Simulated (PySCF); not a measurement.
Compound: 2-methyl-2-oxazoline, C₄H₇NO.
SMILES with atom numbers: `[CH3:1][C:2]1=[N:3][CH2:4][CH2:5][O:6]1` (hydrogens: H7, H8, H9 on C1; H10, H11 on C4; H12, H13 on C5)

The same species was optimised twice, with GFN2-xTB and with PBE0-D3(BJ)/def2-SVP (PySCF), and the same property calculations (PySCF, gas phase) were run on both structures.

```tsv
coordinate	GFN2-xTB	PBE0-D3(BJ)/def2-SVP	change
N3–C4 (Å)	1.445	1.453	+0.008
C2=N3 (Å)	1.262	1.269	+0.007
C4–C5 (Å)	1.551	1.544	-0.007
C2–O6 (Å)	1.361	1.356	-0.005
C5–O6 (Å)	1.423	1.428	+0.005
C1–C2 (Å)	1.482	1.483	+0.001
C1–C2–O6 (°)	116.8	115.1	-1.7
C2–N3–C4 (°)	108.2	106.7	-1.5
N3–C4–C5 (°)	103.9	104.8	+0.9
C1–C2–N3 (°)	125.8	126.7	+0.9
N3–C2–O6 (°)	117.4	118.2	+0.8
C4–C5–O6 (°)	103.9	103.6	-0.3
C2–O6–C5 (°)	106.6	106.5	-0.1
```

Rotational constants: A = 7866, B = 3460, C = 2516 MHz (GFN2-xTB) against A = 7823, B = 3460, C = 2513 MHz (PBE0-D3(BJ)/def2-SVP). Atoms that the bonding makes alike are paired by their places after alignment.

On the GFN2-xTB structure: HOMO (eV) -7.03 [PBE0/pcSseg-1]; LUMO (eV) 0.85 [PBE0/pcSseg-1]; dipole (D) 1.30 [PBE0/pcSseg-1]; GIAO shielding of C1 (ppm) 170.7 [PBE0/pcSseg-1]; GIAO shielding of C2 (ppm) 16.2 [PBE0/pcSseg-1]; GIAO shielding of N3 (ppm) 14.1 [PBE0/pcSseg-1]; GIAO shielding of C4 (ppm) 127.6 [PBE0/pcSseg-1]; GIAO shielding of C5 (ppm) 117.6 [PBE0/pcSseg-1]; GIAO shielding of O6 (ppm) 156.1 [PBE0/pcSseg-1].

**Question.** What do these properties become on the PBE0-D3(BJ)/def2-SVP structure?

**Answer.** 
| property | level | on GFN2-xTB | on PBE0-D3(BJ)/def2-SVP | change |
| --- | --- | --- | --- | --- |
| HOMO (eV) | PBE0/pcSseg-1 | -7.03 | -7.03 | 0.00 |
| LUMO (eV) | PBE0/pcSseg-1 | 0.85 | 0.77 | -0.08 |
| dipole (D) | PBE0/pcSseg-1 | 1.30 | 1.42 | +0.12 |
| energy, GFN2-xTB geometry as zero (kcal/mol) | PBE0/pcSseg-1 | 0.0 | -0.3 | -0.3 |
| GIAO shielding of C1 (ppm) | PBE0/pcSseg-1 | 170.7 | 169.0 | -1.7 |
| GIAO shielding of C2 (ppm) | PBE0/pcSseg-1 | 16.2 | 14.8 | -1.4 |
| GIAO shielding of N3 (ppm) | PBE0/pcSseg-1 | 14.1 | 14.5 | +0.4 |
| GIAO shielding of C4 (ppm) | PBE0/pcSseg-1 | 127.6 | 126.9 | -0.7 |
| GIAO shielding of C5 (ppm) | PBE0/pcSseg-1 | 117.6 | 116.2 | -1.4 |
| GIAO shielding of O6 (ppm) | PBE0/pcSseg-1 | 156.1 | 152.4 | -3.7 |

The heavy atoms differ by 0.019 Å rms after alignment. Among bonds between heavy atoms C2=N3, N3–C4 and C4–C5 change most and about equally (-0.007 to +0.008 Å). Changes are differences of the printed values. Neither structure is proved a minimum here.
